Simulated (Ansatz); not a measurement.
# TO phonon frequency at L of zinc-blende GaP at several levels of theory

No measured value is used here.

```
level (code)     value (cm⁻¹)  cell (Å³/atom)
---------------  ------------  --------------
LDA (Ansatz)              ___           19.59
PBE (Ansatz)              342           20.87
r²SCAN (Ansatz)           358           20.25
```

Q: Some entries are withheld; supply them.

A: 
- LDA (Ansatz, a program for electronic structure), value (cm⁻¹): 363

Each level is taken at its own relaxed cell. Cutoffs differ between the levels. Ansatz's density-functional and Hartree–Fock values are scalar-relativistic unless marked +SOC, with PAW data made under PBE.
